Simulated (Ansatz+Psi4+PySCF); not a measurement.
**singlet Li₂: levels of theory in one basis**

```xyz
2

Li    0.0000    0.0000    1.6638
Li    0.0000    0.0000   -1.6638
```

Basis set: cc-pCVTZ (spherical functions). All electrons are correlated. Charge 0, multiplicity 1.

Computed with Ansatz (development build ahead of 0.2.0) and Psi4 1.11; each method stands on the lowest determinant of its kind that the runs found.

```tsv
method	E − E(RHF) (eV)	<S²> of the determinant
RHF	0.00	0.00
RHF-CCSD	-3.06	–
RHF-CCSD(T)	-3.07	–
```

Problem. What does RHF-MP2 give on the same scale?

Solution. -2.58 eV.

Caution: unrestricted orbitals would lower the determinant.
